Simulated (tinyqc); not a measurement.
Inside a calculation. Method: RKS/LDA (VWN5) in the sto-3g basis, for LiH, spin multiplicity 1. One step of it, computed by the program tinyqc.

Task: Iteration 2: DIIS coefficients. Solve [B -1; -1 0][c; lambda] = [0; -1] for the coefficients, which sum to one.

B (overlaps of the stored error matrices):
```
,1,2
1,1.6057153e-01,-4.3039753e-02
2,-4.3039753e-02,5.0416322e-02
```

Give: DIIS coefficients.

Result:

DIIS coefficients: 0.3146  0.6854
